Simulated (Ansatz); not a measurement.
Isomers of CHN. Gas-phase values, no solvent. Strings in code marks are SMILES.

Quantity: electronic energy of isomers of CHN relative to `C#N`, in eV.

Case: `[C-]#[NH+]`. Geometry of `[NH+]#[C-]` (neutral, multiplicity 1, Å):

```xyz
3

C      1.0484    -0.4248     0.0000
N     -0.0526    -0.0470     0.0000
H     -0.9958     0.2767     0.0000
```

Question: What is the computed electronic energy of isomers of CHN relative to `C#N` (frozen-core CCSD(T)/cc-pVTZ // B3LYP-D3(BJ)/def2-TZVP (Ansatz, a first-principles code))?

Answer: 0.64 eV.
